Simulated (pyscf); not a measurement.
Optimised with ωB97X-D3(BJ)/def2-SVP in PySCF. MP2 and CC: frozen core, UHF for open shells. ΔMP2 is the change of the MP2 total energy from the triple- to the quadruple-zeta basis.

SMILES: O([SiH3])[SiH]
```xyz
7

Si     0.1109     1.9247    -0.5673
O      0.4639     0.3434    -0.1833
Si    -0.3018    -1.1145     0.1147
H     -1.4312     1.7795    -0.6236
H      0.2030    -2.1282    -0.8502
H      0.0117    -1.5478     1.5034
H     -1.7754    -0.9483    -0.0454
```
Charge 0, spin multiplicity 1.

Problem. How much does it cost (ΔH, 298 K, CCSD(T)/def2-TZVPP + ΔMP2(QZVPP)) to split :HSi–O–SiH₃ [singlet] at its O–Si bond into [O=SiH]• + SiH₃•?

Solution. O–Si to [O=SiH]• + SiH₃•: 377.8 kJ/mol. The radicals are drawn with the spin at the cut bond; how far it spreads was not checked. Other isomers of :HSi–O–SiH₃ [singlet] were not searched in full and may lie lower. The CCSD(T) − MP2 part came from Ansatz, without density fitting, on the same reference.
